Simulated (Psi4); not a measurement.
This Psi4 input (MP2/6-31+G*) gives -460.19443 Eh with 25 basis functions.

```
memory 8100 MB

molecule {
0 1
Cl   -0.00000000   -0.00000000   -0.07122178
H     0.00000000    0.00000000    1.21077034
}

set {
  basis 6-31+g*
  scf_type df
  freeze_core true
}

energy('mp2')
print_variables()
```

Change:
```diff
- basis 6-31+g*
+ basis def2-sv(p)
```

Question: What does the run give now?

Answer: -460.06468 Eh (MP2/def2-SV(P), 20 functions), a change of +129.75 mEh.
